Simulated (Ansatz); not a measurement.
**Zr (model structure, P6/mmm, No. 191, 3 atoms in the cell)**

Computed with r²SCAN in Ansatz (PAW).

Settings: plane-wave cutoff 500 eV, 18×18×24 k mesh (along the axes of the cell as run), Fermi–Dirac smearing 0.1 eV, scalar-relativistic PAW data made under PBE.

Cell (relaxed at this level):

```
Zr
1.0
    2.52104    -4.36657     0.00000
    2.52104     4.36657     0.00000
    0.00000     0.00000     3.15466
Zr
3
Direct
  0.00000   0.00000   0.00000
  0.33333   0.66667   0.50000
  0.66667   0.33333   0.50000
```

| Quantity | Value |
|---|---|
| band gap | zero (no gap) |

Note: the relaxation could raise the start's symmetry but not lower it, so the cell can be a saddle point.

Spin–orbit coupling is not included.

The computed numbers hold no vibrational or temperature effects.

The result took about 5 core-minutes (a rough figure).

A model structure was made by putting elements into a prototype or built by hand; it is no filed structure, need not be a known phase, and can be a saddle point held by its symmetry.

Ansatz is a first-principles code.
